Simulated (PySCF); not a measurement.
Stick spectrum of a doublet radical in fast tumbling, microwave frequency 9.482 GHz, simulated to first order from computed parameters.

Lines, field (mT) (relative intensity): 336.48 (1), 336.95 (1), 336.99 (1), 337.28 (1), 337.42 (1), 337.46 (1), 337.75 (1), 337.79 (1), 337.90 (1), 337.93 (1), 338.09 (1), 338.23 (1), 338.26 (1), 338.40 (1), 338.56 (1), 338.59 (1), 338.70 (1), 338.73 (1), 338.89 (1), 339.03 (1), 339.07 (1), 339.21 (1), 339.36 (1), 339.40 (1), 339.50 (1), 339.54 (1), 339.84 (1), 339.87 (1), 340.01 (1), 340.31 (1), 340.34 (1), 340.82 (1)

What is g?

The pattern is symmetric about 338.65 mT, so g = hν/(μB·B0) = 9482/(13.99624 × 338.65) = 2.0005, a shift of -1.8 × 10⁻³ from the free-electron value.

Take the pattern apart into splittings.

The first two lines at either end are about 0.47 mT apart, which is the smallest coupling, and their intensity ratio 1:1 counts the nuclei that share it. In full: a 1:1:1:1 quartet of 0.80 mT (23 MHz), from 1 nucleus of spin 3/2; a 1:1 doublet of 0.51 mT (14 MHz), from 1 nucleus of spin 1/2; a 1:1:1:1 quartet of 0.47 mT (13 MHz), from 1 nucleus of spin 3/2. Check: Σ 2nI·a is the distance from the first to the last line, 4.34 mT.

The radical has the formula C2HCl2. Propose a structure, and say which nuclei carry the couplings.

The pattern alone needn't single out one isomer; the structure behind this simulation is `[CH]=C(Cl)Cl` [radical], numbered [CH:1]=[C:2]([Cl:3])[Cl:4] (hydrogens: H5 on C1). 0.80 mT: 35Cl at Cl3 (2 bonds from C1; computed sign +); 0.51 mT: 1H at H5 (1 bond from C1; computed sign −); 0.47 mT: 35Cl at Cl4 (2 bonds from C1; computed sign +). Largest spin populations (Mulliken): C1 (+0.99), C2 (-0.13) and Cl3 (+0.12). No atom but C1 exceeds +0.15.

The calculation used UKS B3LYP, pcH-1 on C Cl H, non-relativistic, mean-field spin-orbit, GIAO in PySCF 2.14.0. Geometry: GFN2-xTB; no solvent, vibrations or thermal averaging. The geometry wasn't refined by DFT: couplings that depend on bond lengths, twists or pyramidal angles can differ widely from those at the functional's own minimum.

Main isotope only: 35Cl (natural samples also hold 24 % 37Cl, magnetic too, which adds its own pattern).

Rare isotopes and splittings under 0.04 mT were left out of the simulation.
